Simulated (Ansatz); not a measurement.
`CC[C@H](C)[C@@H](C)CC`, relaxed with RKS PBE0-D4/def2-TZVP in Ansatz 0.2.0 from a GFN2-xTB geometry. The force threshold is 0.005 eV/Å; the program also tests the step.

Total charge 0; spin multiplicity 1.

Start:

```xyz
26

C     0.952   -1.273   -2.427
C     0.861   -1.074   -0.916
C     0.293    0.290   -0.500
C     1.174    1.418   -1.040
C     0.160    0.400    1.034
C    -0.429    1.753    1.447
C    -0.661   -0.733    1.673
C    -2.085   -0.870    1.145
H     0.001   -1.039   -2.900
H     1.723   -0.648   -2.870
H     1.198   -2.310   -2.649
H     0.222   -1.863   -0.520
H     1.853   -1.197   -0.475
H    -0.703    0.398   -0.944
H     1.274    1.341   -2.119
H     0.745    2.391   -0.823
H     2.167    1.368   -0.597
H     1.170    0.331    1.458
H     0.288    2.556    1.302
H    -1.321    1.981    0.869
H    -0.698    1.738    2.501
H    -0.706   -0.543    2.749
H    -0.139   -1.683    1.546
H    -2.091   -1.140    0.092
H    -2.609   -1.650    1.695
H    -2.636    0.058    1.268
```

How much energy does the relaxation release, and in how many steps? (An estimate is asked.)

The calculation gave: 0.57 kcal/mol, in 5 steps.

Which bonds change most? (Estimate.)

Computed: C4–H17 from 1.088 to 1.096 Å; C6–H20 from 1.087 to 1.094 Å; C2–C3 from 1.536 to 1.529 Å; C8–H24 from 1.087 to 1.093 Å.

Give the relaxed structure. (An estimate is asked.)

Computed: 
```xyz
26

C     0.944   -1.281   -2.413
C     0.840   -1.070   -0.911
C     0.305    0.299   -0.491
C     1.183    1.418   -1.039
C     0.153    0.410    1.036
C    -0.422    1.759    1.456
C    -0.660   -0.730    1.661
C    -2.075   -0.886    1.127
H    -0.012   -1.075   -2.905
H     1.697   -0.639   -2.873
H     1.215   -2.314   -2.642
H     0.191   -1.850   -0.504
H     1.823   -1.223   -0.448
H    -0.695    0.415   -0.935
H     1.290    1.349   -2.123
H     0.769    2.404   -0.824
H     2.186    1.372   -0.601
H     1.166    0.337    1.459
H     0.261    2.582    1.241
H    -1.364    1.971    0.942
H    -0.620    1.775    2.531
H    -0.705   -0.552    2.741
H    -0.124   -1.676    1.544
H    -2.083   -1.143    0.064
H    -2.604   -1.681    1.657
H    -2.658    0.030    1.248
```
